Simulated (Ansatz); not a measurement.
**C₂H₄F+ (SMILES [CH2+]CF): functionals against CCSD(T) at one geometry**

One table from this session's results is given with a row withheld; the runs are named, their logs left out.

The runs use Ansatz 0.2.0, Gaussian basis; single points in def2-TZVPP.

Correlated methods freeze the cores.

## Starting geometry

SMILES `[CH2+]CF`, 7 atoms, charge 1, spin multiplicity 1.

Atoms are counted from 1 here; the program's logs count them from 0.

Bond lengths: C1–C2 1.387 Å, C1–H4 1.169 Å, C1–H5 1.065 Å, C2–F3 1.330 Å, C2–H6 1.183 Å, C2–H7 1.067 Å. Angles: C2–C1–H4 117.2°, C2–C1–H5 125.0°, H4–C1–H5 117.0°, C1–C2–F3 116.6°, C1–C2–H6 111.8°, C1–C2–H7 117.3°, F3–C2–H6 107.8°, F3–C2–H7 107.2°, H6–C2–H7 93.5°.

Coordinates:

```xyz
7
C2H4F
C    -0.7435    0.1112   -0.4007
C     0.4376   -0.0475    0.3092
F     1.1074    1.0622    0.6055
H    -1.3217   -0.8598   -0.7008
H    -1.0828    1.0265   -0.8253
H     0.2680   -0.6469    1.3154
H     1.1446   -0.7516   -0.0687
```

The first run:

run/in.yaml

```yaml
crystal:
  periodic: [false, false, false]
  atoms:
    - {symbol: C, position_ang: [-0.743500, 0.111200, -0.400700]}
    - {symbol: C, position_ang: [0.437600, -0.047500, 0.309200]}
    - {symbol: F, position_ang: [1.107400, 1.062200, 0.605500]}
    - {symbol: H, position_ang: [-1.321700, -0.859800, -0.700800]}
    - {symbol: H, position_ang: [-1.082800, 1.026500, -0.825300]}
    - {symbol: H, position_ang: [0.268000, -0.646900, 1.315400]}
    - {symbol: H, position_ang: [1.144600, -0.751600, -0.068700]}
basis:
  gaussian: {orbitals: def2-TZVPP}
total_charge: 1
correlation: {method: ccsd_t}
output: {forces: true}
```

The command line of these runs was not kept.

Among the steps run: CCSD(T)/def2-TZVPP; PBE0-D4/def2-TZVPP; wB97M-V/def2-TZVPP; r2SCAN-D4/def2-TZVPP; PBE-D4/def2-TZVPP; BLYP-D4/def2-TZVPP; SPW92/def2-TZVPP.

One of the session's tables, all rows but one given; the rest of the session is left out.

| method | RMS force component (eV/Å) | angle to CCSD(T) forces (°) |
| --- | --- | --- |
| CCSD(T) | 1.313 | reference |
| PBE0-D4 | ? | ? |
| wB97M-V | 1.278 | 5.3 |
| r2SCAN-D4 | 1.264 | 9.4 |
| PBE-D4 | 1.265 | 14.4 |
| BLYP-D4 | 1.267 | 13.3 |
| SPW92 | 1.279 | 27.1 |

Q: Estimate the row for PBE0-D4 from the others.

As computed: RMS force component (eV/Å): 1.281; angle to CCSD(T) forces (°): 8.9. In the column «RMS force component (eV/Å)» it lies between SPW92 (1.279) and CCSD(T) (1.313).
